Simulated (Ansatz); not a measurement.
# Which isomer of CHOS gives these data?

These gas-phase data were calculated for one isomer of CHOS at B3LYP-D3(BJ)/6-311G** (harmonic, unscaled wavenumbers; equilibrium rotational constants with average atomic masses):

- rotational constants: 71.02, 6.445, 5.909 GHz
- all wavenumbers above 1500 cm⁻¹: 2950, 1702

Candidates:

(1) `O=[C]S`, a doublet
(2) `O=C[S]`, a doublet
(3) `O[C]=S`, a doublet

Which candidate do the data belong to?

Candidate (2). No mode falls between 3300 and 4000 cm⁻¹, where the O–H stretch of (3) would stand. No mode falls between 2500 and 2800 cm⁻¹, where the S–H stretch of (1) would stand.

The same quantities for all candidates:

```tsv
	rotational constants (GHz)	wavenumbers above 1500 cm⁻¹	E above the lowest, B3LYP-D3(BJ)/6-311G** (kcal/mol)
(1)	96.63, 5.941, 5.597	2594, 1883	1.4
(2)	71.02, 6.445, 5.909	2950, 1702	0.0
(3)	129.9, 6.041, 5.772	3523	13.1
```

Harmonic stretches to hydrogen usually lie a few per cent above observed fundamentals. Each candidate is one conformer. Open shells are spin-unrestricted. Programs: Ansatz 0.2.0.
